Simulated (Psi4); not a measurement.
# HCl (hydrogen chloride) at CCSD/def2-TZVPPD

What is the vertical ionisation energy of HCl (hydrogen chloride) at CCSD/def2-TZVPPD? 

Program for the calculation: Psi4 1.11.

1 further run of the same task is left out (it didn't finish).

### 1 The system as given

HCl has 2 atoms, charge 0, and is taken as a singlet. As SMILES, `Cl`. Geometry: relaxed at PBE0-D4/def2-TZVP.

Bond lengths: Cl1–H2 1.279 Å.

### 2 A single-point energy at CCSD/def2-TZVPPD

The input, clh.xyz:

```xyz
2
ClH
Cl     0.546000    -0.178500     0.280800
H     -0.546000     0.178500    -0.280800
```

The input, run.py:

```python
import psi4

psi4.set_memory('1600 MB')
psi4.set_num_threads(1)
psi4.core.set_output_file('psi4.out', False)

with open('clh.xyz') as f:
    atoms = ''.join(f.readlines()[2:])
m = psi4.geometry('0 1\n' + atoms + 'symmetry c1')

psi4.set_options({
    'basis': 'def2-TZVPPD',
    'puream': True,
    'e_convergence': 1e-09,
    'd_convergence': 1e-08,
    'scf_type': 'pk',
    'num_frozen_docc': 5,
})

result = psi4.energy("ccsd")
print(f'total energy {result:.8f} hartree = {result * 27.211386:.5f} eV')
```

The run is started by

```
$ python run.py
```

psi4.out, cut to the lines that bear on the results:

```text
[...]
  Running in c1 symmetry.
[...]
  Nuclear repulsion =    7.034776949773979
[...]
  Multiplicity = 1
[...]
  Nalpha       = 9
  Nbeta        = 9
[...]
    Number of basis functions: 68
[...]
   @RHF iter   1:  -460.07835502297621   -1.63805e-01   3.02911e-03 DIIS/ADIIS
[...]
   @RHF iter  10:  -460.09991973279529   -3.41061e-13   1.76020e-09 DIIS
[...]
    Orbital Energies [Eh]
    ---------------------
    Doubly Occupied:
       1A   -104.847787     2A    -10.575716     3A     -8.042931
       4A     -8.041106     5A     -8.041106     6A     -1.116632
       7A     -0.625410     8A     -0.476978     9A     -0.476978
[...]
  @RHF Final Energy:  -460.09991973279529
   => Energetics <=
    Nuclear Repulsion Energy =              7.0347769497739794
    One-Electron Energy =                -649.7801033856691220
    Two-Electron Energy =                 182.6454067030997805
    Total Energy =                       -460.0999197327953425
[...]
 Multipole Moments:
 ------------------------------------------------------------------------------------
     Multipole            Electronic (a.u.)      Nuclear  (a.u.)        Total (a.u.)
 ------------------------------------------------------------------------------------
 L = 1.  Multiply by 2.5417464519 to convert [e a0] to [Debye]
 Dipole X            :          0.0000000            0.0000000            0.0000000
 Dipole Y            :          0.0000000           -0.0000000            0.0000000
 Dipole Z            :          0.7311526           -1.1980385           -0.4668859
 Magnitude           :                                                    0.4668859
[...]
      * MP2 total energy                      = -460.304999646317242
[...]
      * CCSD total energy                     = -460.325467763462314
```

On the terminal:

```text
total energy -460.32546776 hartree = -12526.09399 eV
```

Wall time 7.2 s (1 thread of Intel Xeon Platinum 8259CL at 2.50GHz (Skylake/Cascade Lake), shared host); peak memory 0.38 GiB.

### 3 The doublet cation, same level

The input, clh.in:

```
memory 1600 mb

molecule mol {
  1 2
  Cl
  H 1 1.278791
  symmetry c1
  no_reorient
  no_com
}

set {
  basis def2-TZVPPD
  reference uhf
  puream true
  e_convergence 1e-09
  d_convergence 1e-08
  scf_type pk
  num_frozen_docc 5
  maxiter 100
}

result, w = energy('ccsd', return_wfn=True)
print_variables()
```

The run is started by

```
$ psi4 clh.in clh.out -n 1
```

clh.out, cut to the lines that bear on the results:

```text
[...]
  Running in c1 symmetry.
[...]
  Nuclear repulsion =    7.034779398189383
[...]
  Multiplicity = 2
[...]
  Nalpha       = 9
  Nbeta        = 8
[...]
    Number of basis functions: 68
[...]
   @UHF iter   1:  -459.63171058672174    2.82840e-01   3.62601e-03 ADIIS/DIIS
[...]
   @UHF iter  13:  -459.67644101100916   -1.30740e-12   1.88398e-09 DIIS
[...]
   @S^2 Observed:                7.618624916E-01
[...]
    Orbital Energies [Eh]
    ---------------------
    Alpha Occupied:
       1A   -105.301751     2A    -11.023147     3A     -8.509565
       4A     -8.485213     5A     -8.483343     6A     -1.557523
       7A     -1.008914     8A     -0.952251     9A     -0.871379
    Alpha Virtual:
      10A     -0.162662    11A     -0.087421    12A     -0.080501
      13A     -0.077185    14A     -0.072756    15A     -0.021658
      16A     -0.004634    17A      0.013420    18A      0.014856
      19A      0.104287    20A      0.113437    21A      0.138475
      22A      0.149353    23A      0.280733    24A      0.330023
      25A      0.360763    26A      0.384534    27A      0.406832
[...]
  @UHF Final Energy:  -459.67644101100916
   => Energetics <=
    Nuclear Repulsion Energy =              7.0347793981893831
    One-Electron Energy =                -642.2447846630661843
    Two-Electron Energy =                 175.5335642538676666
    Total Energy =                       -459.6764410110091603
  UHF NO Occupations:
  HONO-2 :    7  A 1.9996110
  HONO-1 :    8  A 1.9947328
[...]
 Multipole Moments:
 ------------------------------------------------------------------------------------
     Multipole            Electronic (a.u.)      Nuclear  (a.u.)        Total (a.u.)
 ------------------------------------------------------------------------------------
 L = 1.  Multiply by 2.5417464519 to convert [e a0] to [Debye]
 Dipole X            :         -0.0000000            0.0000000           -0.0000000
 Dipole Y            :         -0.0000000            0.0000000           -0.0000000
 Dipole Z            :         -0.5409114            1.1980381            0.6571267
 Magnitude           :                                                    0.6571267
[...]
      * MP2 total energy                      = -459.837979594809497
[...]
      * CCSD total energy                     = -459.863714881775593
[...]
```

Run time: 14 s. Hardware: 1 thread of Intel Xeon Platinum 8259CL at 2.50GHz (Skylake/Cascade Lake), shared host; peak memory 0.4 GiB.

### 4 Results

Level: CCSD/def2-TZVPPD, 5 core orbitals frozen.

| quantity | value |
| --- | --- |
| singlet HCl: total energy | -460.32547 Eh |
| singlet HCl: HOMO energy (Hartree–Fock orbitals) | -12.98 eV |
| singlet HCl: LUMO energy (Hartree–Fock orbitals) | 1.90 eV |
| singlet HCl: HOMO–LUMO gap (Hartree–Fock orbitals) | 14.88 eV |
| singlet HCl: correlation energy (5 core orbitals frozen) | -225.5 mEh |
| singlet HCl: T1 diagnostic | 0.006 |
| doublet cation: total energy | -459.86371 Eh |
| doublet cation: HOMO energy (Hartree–Fock orbitals) (highest over α and β) | -23.04 eV |
| doublet cation: LUMO energy (Hartree–Fock orbitals) (lowest over α and β) | -10.29 eV |
| doublet cation: correlation energy (5 core orbitals frozen) | -187.3 mEh |
| doublet cation: ⟨S²⟩ of the reference determinant | 0.762 |
| doublet cation: T1 diagnostic | 0.013 |
| vertical ionisation energy (to the doublet cation) | 12.565 eV |

**Reading.** Removing an electron at fixed nuclei costs 12.56 eV (1212 kJ/mol).
